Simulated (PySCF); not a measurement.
# F: ionisation energy

F [He] 2s2 2p5 (2P) → F+ [He] 2s2 2p4 (3P), as a difference of total energies. Calculation: PySCF 2.14, in dyall-av2z; the non-relativistic Hamiltonian (point nucleus). Correlated levels: valence: 1s2 frozen; virtual orbitals above 40 to 60 times the deepest correlated orbital energy dropped. The calculations carry no spin-orbit coupling.

```
           method  ionisation energy (eV)  error (eV)
              UHF                  15.660      -1.767
              LDA                  17.966      +0.539
              PBE                  17.665      +0.238
             PBE0                  17.454      +0.027
           r2SCAN                  17.549      +0.122
            M06-L                  17.245      -0.182
        BHandHLYP                  17.315      -0.112
            wB97X                  17.466      +0.039
             MN15                  17.590      +0.163
    MP2 (valence)                  17.121      -0.306
SCS-MP2 (valence)                  17.088      -0.339
```

Reference: 17.427 eV (measured; NIST levels, between the centres of gravity of the two terms).

Errors of the correlated levels include the incompleteness of this basis and the frozen core.
